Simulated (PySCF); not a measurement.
Gas-phase reaction: SiO + O ⇌ SiO₂

Method: PySCF energies plus ideal-gas RRHO corrections (1 bar). 'Table' is the NASA 1993 thermochemical table (part measured, part estimated). After a fit of one offset per element over all species, the range-separated, M06-2X, PBE0/def2-QZVP and CCSD(T)/def2-TZVPP enthalpies, where run, lie to one side of the table for SiO₂ (+35 kJ/mol): a fault of the table's entry, another state or a shared error of the levels is possible; this was not checked at source. † marks an energy on the PBE0/def2-TZVP geometry and frequencies. MP2 and CCSD(T) freeze the core. Open shells (unrestricted): O (multiplicity 3, electronic degeneracy 9); the rest are closed-shell singlets. Spin-orbit splitting is ignored; it lowers the true energy and changes the entropy of O. MP2 isn't extrapolated to the basis-set limit; its ΔH°(298 K) is -399.7 kJ in def2-SVP and -464.1 kJ in def2-TZVPP. CCSD(T) isn't extrapolated to the basis-set limit; its ΔH°(298 K) is -345.9 kJ in def2-SVP and -406.0 kJ in def2-TZVPP. The harmonic model lacks anharmonicity and excited electronic states, which grow with temperature; levels with a mode under 35 cm⁻¹ are left out. The table's entry may be an old estimate for SiO, SiO₂ (not checked at source). Warning, large T1 diagnostic: SiO, SiO₂ (CCSD(T)/def2-TZVPP†).

```json
[
 {"level": "table", "ΔH°(298 K), kJ": "-454.2", "minus table": "-", "ΔG°(600 K), kJ": "-367.4"},
 {"level": "BLYP/def2-TZVP†", "ΔH°(298 K), kJ": "-444.7", "minus table": "9.5", "ΔG°(600 K), kJ": "-359.1"},
 {"level": "CCSD(T)/def2-TZVPP†", "ΔH°(298 K), kJ": "-406.0", "minus table": "48.2", "ΔG°(600 K), kJ": "-320.5"},
 {"level": "HF/def2-TZVP†", "ΔH°(298 K), kJ": "-180.0", "minus table": "274.2", "ΔG°(600 K), kJ": "-94.4"},
 {"level": "MP2/def2-SVP†", "ΔH°(298 K), kJ": "-399.7", "minus table": "54.5", "ΔG°(600 K), kJ": "-314.1"},
 {"level": "PBE0/def2-QZVP†", "ΔH°(298 K), kJ": "-421.7", "minus table": "32.5", "ΔG°(600 K), kJ": "-336.1"},
 {"level": "PBE0/def2-SVP†", "ΔH°(298 K), kJ": "-393.0", "minus table": "61.2", "ΔG°(600 K), kJ": "-307.4"},
 {"level": "r2SCAN/def2-TZVP†", "ΔH°(298 K), kJ": "-449.9", "minus table": "4.3", "ΔG°(600 K), kJ": "-364.3"},
 {"level": "ωB97M-V/def2-TZVP†", "ΔH°(298 K), kJ": "-416.5", "minus table": "37.7", "ΔG°(600 K), kJ": "-330.9"},
 {"level": "ωB97X-V/def2-TZVP†", "ΔH°(298 K), kJ": "-423.6", "minus table": "30.6", "ΔG°(600 K), kJ": "-338.0"}
]
```
